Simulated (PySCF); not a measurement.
**Level sweep**

CS2.
SMILES: `S=C=S`

PySCF, dipoles from the SCF density, polarisabilities from static response with core orbitals frozen. Geometry: PBE0-D3(BJ)/def2-SVP; no solvent, vibrations or thermal averaging.

Reference polarisability: 8.749 Å³ (measured, gas; NIST CCCBDB Release 22 (SRD 101), experimental polarizabilities). The anisotropy is √(½[(α1 − α2)² + (α2 − α3)² + (α3 − α1)²]).

```tsv
level	α (Å³)	error (%)	anisotropy (Å³)
LDA/def2-SVPD	8.16	-6.7	8.13
PBE/def2-SVPD	8.16	-6.7	8.15
B3LYP/def2-SVPD	8.15	-6.9	8.21
PBE0/def2-SVPD	8.06	-7.8	8.13
BHandHLYP/def2-SVPD	8.07	-7.7	8.22
CAM-B3LYP/def2-SVPD	8.15	-6.8	8.33
wB97X-D/def2-SVPD	8.06	-7.8	8.16
LC-wPBE/def2-SVPD	8.06	-7.9	8.39
HF/def2-SVPD	8.10	-7.4	8.27
PBE0/6-31G*	6.22	-28.9	9.67
PBE0/def2-SVP	5.87	-33.0	8.64
PBE0/6-31+G*	6.85	-21.7	9.94
PBE0/aug-cc-pVDZ	7.98	-8.8	8.42
PBE0/def2-TZVP	7.22	-17.5	9.02
PBE0/def2-TZVPD	8.19	-6.4	8.30
PBE0/aug-cc-pVTZ	8.15	-6.9	8.27
```

For the polarisability, the smallest error is 6.4% (PBE0/def2-TZVPD) and the largest 33.0% (PBE0/def2-SVP). The dipole stays under 0.05 D at every level. In one basis (def2-SVPD) the functionals order the polarisability from LC-wPBE (lowest) to PBE (highest), a spread of 1%. With PBE0 the polarisability is 6.43 Å³ without diffuse functions (mean of 6-31G*, def2-SVP and def2-TZVP) and 7.85 Å³ with them (mean of 6-31+G*, def2-SVPD, aug-cc-pVDZ, def2-TZVPD and aug-cc-pVTZ). Measured values can belong to vibrating molecules; the computed ones are for one fixed geometry.
